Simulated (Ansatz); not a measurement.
**H₂O₂ (triplet): wave-function methods side by side at distance O1–H3 along a hydrogen transfer = 1.080 Å, cc-pVDZ**

How much of the correlation energy of H₂O₂ (triplet) does each wave-function method recover here?

Method: cc-pVDZ, core rule «outside noble gas», up to 2 orbitals frozen; program: Ansatz 0.2.0, Gaussian basis.

To be run: UHF; CCSD(T) on ROHF; CCSD(T) on UHF; BCCD(T) on ROHF; CISD; CCSDT(Q) on ROHF; CCSDT(Q) on UHF; CASSCF and MRCISD+Q, 4 electrons in 4 orbitals; CASSCF and NEVPT2, 4 electrons in 4 orbitals; CASSCF and MRCISD+Q, 14 electrons in 10 orbitals; CASSCF and NEVPT4(SD), 14 electrons in 10 orbitals; CASSCF and NEVPT2, 14 electrons in 10 orbitals.

7 further runs of the same task are left out: 7 that didn't finish.

## Step 1: What is computed

The geometry derives from fragments relaxed apart (PBE0/def2-TZVP) and kept rigid, so it is no stationary point. A hydrogen atom is moved between rigid fragments.

4 atoms, charge 0, spin multiplicity 3.

Atoms are counted from 1 here; the program's logs count them from 0.

Bond lengths: O1–H2 0.960 Å, O1–H3 1.080 Å, H3–O4 1.151 Å. Angles: H2–O1–H3 105.1°, O1–H3–O4 180.0°.

## Step 2: UHF

in.yaml reads:

```yaml
crystal:
  periodic: [false, false, false]
  atoms:
    - {symbol: O, position_ang: [-1.074005, -0.027457, 0.000000]}
    - {symbol: H, position_ang: [-1.323315, 0.899119, 0.000000]}
    - {symbol: H, position_ang: [0.005995, -0.027457, 0.000000]}
    - {symbol: O, position_ang: [1.156995, -0.027457, 0.000000]}
basis:
  gaussian: {orbitals: cc-pVDZ}
magnetization: {spin_polarized: true, initial_magnetization: 2}
hamiltonian: {xc: hf}
output: {orbitals: {seedname: orbitals}}
```

Started as:

```
$ ansatz run in.yaml --threads 1 --pin off --events-out ev --progress --plain --max-ram 2393MiB
```

Further steps of the session: CCSD(T) on ROHF; CCSD(T) on UHF; BCCD(T) on ROHF; CISD; CCSDT(Q) on ROHF; CCSDT(Q) on UHF; CASSCF and MRCISD+Q, 4 electrons in 4 orbitals; CASSCF and NEVPT2, 4 electrons in 4 orbitals; CASSCF and MRCISD+Q, 14 electrons in 10 orbitals; CASSCF and NEVPT4(SD), 14 electrons in 10 orbitals; CASSCF and NEVPT2, 14 electrons in 10 orbitals.

Before running them: what should the planned runs give, taken together? Wanted: UCCSDT(Q) below the RHF energy; RMP2 from UCCSDT(Q); UMP2 from UCCSDT(Q); RCCSD from UCCSDT(Q); RCCSD(T) from UCCSDT(Q); UCCSD(T) from UCCSDT(Q); RCCSDT(Q) from UCCSDT(Q); NEVPT2 pair from UCCSDT(Q); MRCISD+Q pair from UCCSDT(Q).

As calculated:

| quantity | value |
| --- | --- |
| UCCSDT(Q) below the RHF energy | -10.1920 eV |
| RMP2 from UCCSDT(Q) | +90.8 kJ/mol |
| UMP2 from UCCSDT(Q) | +90.6 kJ/mol |
| RCCSD from UCCSDT(Q) | +22.2 kJ/mol |
| RCCSD(T) from UCCSDT(Q) | +4.3 kJ/mol |
| UCCSD(T) from UCCSDT(Q) | +4.1 kJ/mol |
| RCCSDT(Q) from UCCSDT(Q) | +0.3 kJ/mol |
| NEVPT2 pair from UCCSDT(Q) | +80.5 kJ/mol |
| MRCISD+Q pair from UCCSDT(Q) | +13.5 kJ/mol |
| NEVPT2 valence from UCCSDT(Q) | +123.2 kJ/mol |
| levels within 1 kcal/mol (43 meV) | UCCSD(T), RCCSDT, UCCSDT, RCCSDT(Q) |
| T1 diagnostic | 0.040 |
| effectively unpaired electrons | 2.01 |

What this shows: RCCSD(T) misses by +4.3 kJ/mol, 0.4 % of the correlation energy. The occupations are near whole numbers, but T1 = 0.040 shows that the orbitals relax strongly. Of the multireference levels listed MRCISD+Q valence comes nearest in total energy (+7.2 kJ/mol), which doesn't show that its space is the better one. These misses are within one basis, not against nature; the frozen cores of restricted and unrestricted runs differ, which can shift their rows.
